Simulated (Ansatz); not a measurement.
hcp Ru

Method: LDA (plane waves, PAW; Ansatz, a quantum-chemistry and plane-wave program).

Settings: plane-wave cutoff 500 eV, 24×24×1 k mesh (along the axes of the cell as run), Fermi–Dirac smearing 0.1 eV, scalar-relativistic PAW data made under PBE.

Cell: relaxed at this level.

surface energy of the (0001) face: 3.17 J/m²
work function of the (0001) face: 5.38 eV

The slab of 6 atoms is relaxed and unreconstructed.
